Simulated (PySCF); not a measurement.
LiO: frontier orbitals

PBE at R = 1.685 Å; basis Li x2c-TZVPPall, O x2c-TZVPPall; spin-free X2C with a Gaussian nucleus; PySCF 2.14. State: ²Π (doublet), unpaired electrons π ↑. Only the outer orbitals are listed, counted within each symmetry.

```json
{"spin": "α", "orbital": "2σ", "occ.": "1", "ε (eV)": "-50.65", "on Li (%)": "100", "main shells (%)": "100 Li s"}
{"spin": "α", "orbital": "3σ", "occ.": "1", "ε (eV)": "-20.14", "on Li (%)": "2", "main shells (%)": "98 O s"}
{"spin": "α", "orbital": "1π", "occ.": "1", "ε (eV)": "-6.56", "on Li (%)": "5", "main shells (%)": "95 O p"}
{"spin": "α", "orbital": "4σ", "occ.": "1", "ε (eV)": "-5.13", "on Li (%)": "4", "main shells (%)": "95 O p"}
{"spin": "α", "orbital": "1π", "occ.": "1", "ε (eV)": "-4.84", "on Li (%)": "8", "main shells (%)": "92 O p"}
{"spin": "α", "orbital": "5σ", "occ.": "0", "ε (eV)": "-1.63", "on Li (%)": "100", "main shells (%)": "84 Li s, 16 Li p"}
{"spin": "α", "orbital": "2π", "occ.": "0", "ε (eV)": "0.50", "on Li (%)": "99", "main shells (%)": "98 Li p"}
{"spin": "α", "orbital": "2π", "occ.": "0", "ε (eV)": "0.62", "on Li (%)": "97", "main shells (%)": "95 Li p"}
{"spin": "β", "orbital": "2σ", "occ.": "1", "ε (eV)": "-50.65", "on Li (%)": "100", "main shells (%)": "100 Li s"}
{"spin": "β", "orbital": "3σ", "occ.": "1", "ε (eV)": "-18.48", "on Li (%)": "3", "main shells (%)": "97 O s"}
{"spin": "β", "orbital": "4σ", "occ.": "1", "ε (eV)": "-4.54", "on Li (%)": "5", "main shells (%)": "94 O p"}
{"spin": "β", "orbital": "1π", "occ.": "1", "ε (eV)": "-4.26", "on Li (%)": "10", "main shells (%)": "90 O p, 8 Li p"}
{"spin": "β", "orbital": "1π", "occ.": "0", "ε (eV)": "-3.47", "on Li (%)": "13", "main shells (%)": "87 O p, 11 Li p"}
{"spin": "β", "orbital": "5σ", "occ.": "0", "ε (eV)": "-1.62", "on Li (%)": "100", "main shells (%)": "82 Li s, 18 Li p"}
{"spin": "β", "orbital": "2π", "occ.": "0", "ε (eV)": "0.61", "on Li (%)": "95", "main shells (%)": "93 Li p"}
```

Task: Which are the highest filled and the lowest empty level, where do they sit, and how wide is the gap?

Result: Highest filled β 1π at -4.26 eV (in %: 90 O p, 8 Li p); lowest empty β 1π at -3.47 eV (in %: 87 O p, 11 Li p); the gap at PBE is 0.79 eV. Both belong to one degenerate shell, split only by its one-sided filling, so this is no excitation gap.

| Item | Value |
| --- | --- |
| bond order (Mayer) | 0.67 |
| ⟨S²⟩ | 0.753 |
| charge on Li (Mulliken, basis-dependent) | 0.65 |
| charge on Li (Löwdin, basis-dependent) | 0.34 |
| dipole moment (positive dipole means Li(−)O(+)) | -6.20 D |
| polarisability along the bond | 15.8 bohr³ |
| polarisability across the bond | 15.1 bohr³ |

The state was picked by a PBE0 search and need not be the measured ground state.
